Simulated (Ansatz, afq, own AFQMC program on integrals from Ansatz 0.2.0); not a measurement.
## InH3⁺, doublet in def2-SVP, levels against full CI

```xyz
4

In    0.0000   -0.0190   -0.0023
H     0.0000    2.3328   -0.0713
H     0.0000   -0.1196   -1.3355
H     0.0000   -0.0485    1.6658
```

Basis def2-SVP with its core potentials. Noble-gas cores (and the filled d shells of Ga–Kr and In–Xe) are frozen. Integrals, coupled cluster, full CI and functionals: Ansatz 0.2.0; the random walks run on the same integrals in our own AFQMC program. The CISD trial takes its coefficients from CCSD amplitudes. Released means that phaseless walkers are propagated on without the constraint, phases kept. Uncertainties: one standard error, sampling alone. No spin–orbit coupling.

Determinant: UHF, the one that the program's search chose, which needn't be the lowest solution. The geometry is a point of a scan.

Full CI on the same integrals is exact in this basis and with this determinant's frozen core.

Cautions: no spin-orbit coupling; inner d shell frozen.

```
T1 diagnostic                               : 0.0101
weight of the determinant in the CISD state : 0.959
⟨S²⟩ of the determinant                     : 0.751
size of the correlated space                : 5 electrons in 32 orbitals
```

Reference: full CI, correlation energy -1.686 eV. The released energy is read at 2.40 1/Eh (meV from the phaseless value at times in 1/Eh: -0.4 ± 0.5 at 0.24, 0.0 ± 0.4 at 0.51, -0.1 ± 0.3 at 0.99, -0.2 ± 0.3 at 1.62, -0.3 ± 0.3 at 2.40).

```csv
level,E − E(reference) (kJ/mol),share of correlation (%)
HF,162.7,0.00
MP2,41.3,74.63
CCSD,2.1,98.71
CCSD(T),0.6,99.62
CCSDT,0.0,99.97
CCSDT(Q),0.0,99.99
CCSDTQ,0.0,100.00
ph-AFQMC/CISD,0.0 ± 0.04,99.98
released AFQMC,0.0 ± 0.03,99.99
```

CCSDT and higher add their correlation energy to the determinant of the CCSD(T) run, since their own runs factorise the integrals more tightly (a shift of under 2 meV). A walk keeps the symmetry of its determinant, which the program's search chose and which needn't be the lowest solution, so a lower state of the same spin and another symmetry isn't excluded. Released energies are given only where the last usable release times agree within the noise; a slower fall can still hide under it.
